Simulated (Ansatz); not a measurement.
Reaction (SMILES): O=CO + H+ → O=C[OH2+]
B3LYP-D3(BJ)/def2-TZVP geometries, fixed; electronic energies without zero-point terms; positive where energy is released.

Effect of a fitting basis named in the input at r2SCAN/cc-pVTZ with Ansatz (an electronic-structure program), against the last row, where the proton affinity is 163.60 kcal/mol. Species with rotatable bonds are taken in one conformer. The proton sits at the site shown, which need not be the one that binds it best. The default fits or decomposes integrals by the program's own choice; accuracy: high also tightens integrals, grids and stops.

```tsv
setting	largest shift of a total energy (mEh)	shift of the proton affinity (kcal/mol)
fitting: def2-SV(P)-JKFIT	-0.071	0.009
fitting: def2-universal-JKFIT	-0.071	0.009
fitting: cc-pVTZ-JKFIT	-0.025	-0.002
fitting: cc-pVQZ-JKFIT	-0.013	0.000
fitting: cc-pV5Z-JKFIT	-0.010	-0.001
fitting: def2-universal-JFIT	-0.202	0.039
accuracy: high	0.001	0.000
accuracy: medium (default)	0.000	0.000
```

Within 0.02 kcal/mol in the proton affinity: fitting: def2-SV(P)-JKFIT; fitting: def2-universal-JKFIT; fitting: cc-pVTZ-JKFIT; fitting: cc-pVQZ-JKFIT; fitting: cc-pV5Z-JKFIT; accuracy: high. The largest shift is 0.202 mEh in a total energy and 0.039 kcal/mol in the difference.
